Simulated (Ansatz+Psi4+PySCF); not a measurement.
Two shapes of doublet CHO₂.

Shape 1:

```xyz
4

C     0.0000    0.0000    0.0000
H     0.0000    0.0000   -1.0900
O     0.0000    1.1125    0.5915
O     0.0000   -1.1125    0.5915
```

Shape 2:

```xyz
4

C     0.0000    0.0000    0.0000
H     0.0000    0.0000   -1.0900
O     0.0000    1.1196    0.5953
O     0.0000   -1.1055    0.5878
```

Basis set: cc-pVTZ (spherical functions). Left uncorrelated: 3 orbitals. Charge 0, multiplicity 2.

Computed with Ansatz (development build ahead of 0.2.0); each method stands on the lowest determinant of its kind that the runs found.

Problem. Which shape is lower in energy, and by how much in each method?

Solution.

| method | E(2) − E(1) (eV) |
| --- | --- |
| ROHF | -0.060 |
| UHF | 0.001 |
| UHF-MP2 | -0.001 |
| UHF-CCSD | 0.001 |
| UHF-CCSD(T) | 0.001 |

Shape 2 is lower, bar methods that put the two within 0.005 eV. Caution for ROHF: the determinant breaks the point group. Caution for UHF, UHF-MP2, UHF-CCSD, UHF-CCSD(T): the unrestricted determinant is spin contaminated. Caution for UHF-MP2, UHF-CCSD, UHF-CCSD(T): a plain start can end on a higher determinant. Caution for UHF-MP2, UHF-CCSD(T): another reference gives a lower total.
